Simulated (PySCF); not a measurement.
## Basis-set dependence of PO at PBE

PySCF, UKS reference; doublet, unpaired electrons π ↑; De to P + O without counterpoise correction.

```
      basis     relativity  functions  Re (Å)  ωe (cm⁻¹)  De (eV)  μ (D)
      3-21G  no relativity         22   1.596       1073     5.26  -1.44
   def2-SVP  no relativity         32   1.517       1181     6.32  -1.85
aug-pcseg-1  no relativity         50   1.520       1156     6.32  -1.87
 def2-TZVPP  no relativity         73   1.497       1200     6.63  -1.90
def2-TZVPPD  no relativity         88   1.496       1199     6.65  -1.83
```

(1) How does each smaller set differ from the one with most functions, def2-TZVPPD?

A positive dipole means P(−)O(+). 3-21G is very small, so such numbers show the basis as much as the molecule. The state was picked by a PBE0 search and need not be the measured ground state.

## Answers

(1) 3-21G: +10.0 pm, -10.5 % in ωe, -1.39 eV in De; def2-SVP: +2.1 pm, -1.5 % in ωe, -0.33 eV in De; aug-pcseg-1: +2.4 pm, -3.6 % in ωe, -0.33 eV in De; def2-TZVPP: +0.1 pm, +0.1 % in ωe, -0.02 eV in De. All at PBE; the set with most functions is neither the basis-set limit nor always the best.
